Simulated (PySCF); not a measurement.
CH3F.

```xyz
5

C      0.0000     0.0000     0.6360
F      0.0000     0.0000    -0.7533
H      0.8942    -0.5163     0.9879
H      0.0000     1.0325     0.9879
H     -0.8942    -0.5163     0.9879
```

Geometry: B3LYP-D3(BJ)/def2-TZVP.

Computed with PBE/pcSseg-2 (PySCF). Non-relativistic, no solvent.

Computed absolute GIAO shielding of each atom: isotropic value and principal components (ppm):
```tsv
atom	σ(iso)	σ11	σ22	σ33	span
C1	102.4	63.8	63.8	179.6	115.8
F2	455.6	414.7	476.1	476.1	61.4
H3	27.0	24.3	24.8	31.8	7.5
H4	27.0	24.3	24.8	31.8	7.5
H5	27.0	24.3	24.8	31.8	7.5
```
